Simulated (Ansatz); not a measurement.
# C4H3FO: the cost of one run

Computed with Ansatz 0.2.0, Gaussian basis. Level: the settings change from run to run.

**1. The geometry**

The structure was relaxed beforehand with PBE0-D4 in a triple-zeta def2 set.

SMILES `Fc1ccco1`, 9 atoms, charge 0, spin multiplicity 1.

Atoms are counted from 1 here; the program's logs count them from 0.

Bond lengths: F1–C2 1.308 Å, C2–C3 1.348 Å, C2–O6 1.331 Å, C3–C4 1.432 Å, C3–H7 1.076 Å, C4–C5 1.350 Å, C4–H8 1.078 Å, C5–O6 1.366 Å, C5–H9 1.076 Å. Angles: F1–C2–C3 132.0°, F1–C2–O6 114.9°, C3–C2–O6 113.1°, C2–C3–C4 104.1°, C2–C3–H7 127.0°, C4–C3–H7 128.9°, C3–C4–C5 106.8°, C3–C4–H8 126.9°, C5–C4–H8 126.2°, C4–C5–O6 110.1°, C4–C5–H9 134.2°, O6–C5–H9 115.7°, C2–O6–C5 105.9°.

**2. r2SCANh/def2-mTZVPP**

Options: atoms shaken by 0.03 Å, high accuracy.

File in.yaml:

```yaml
crystal:
  periodic: [false, false, false]
  atoms:
    - {symbol: F, position_ang: [1.011749, 1.108750, -1.945986]}
    - {symbol: C, position_ang: [0.407951, 0.537810, -0.954849]}
    - {symbol: C, position_ang: [0.704022, -0.676229, -0.334700]}
    - {symbol: C, position_ang: [-0.208525, -0.679172, 0.761524]}
    - {symbol: C, position_ang: [-0.914832, 0.485108, 0.668801]}
    - {symbol: O, position_ang: [-0.496325, 1.221698, -0.399490]}
    - {symbol: H, position_ang: [1.405234, -1.338545, -0.645002]}
    - {symbol: H, position_ang: [-0.259246, -1.510068, 1.443938]}
    - {symbol: H, position_ang: [-1.687397, 0.852071, 1.332819]}
basis:
  gaussian: {orbitals: def2-mTZVPP}
hamiltonian: {xc: {name: r2SCANh}}
accuracy: high
output: {forces: true}
```

Run with:

```sh
$ ansatz run in.yaml --threads 4 --pin off --events-out ev --progress --plain --max-ram 10444MiB
```

**Question.** How long does this run take on 4 threads of Arm Neoverse N1, shared host, and how much memory does it need?

About 16 s, with a peak of 0.68 GiB.
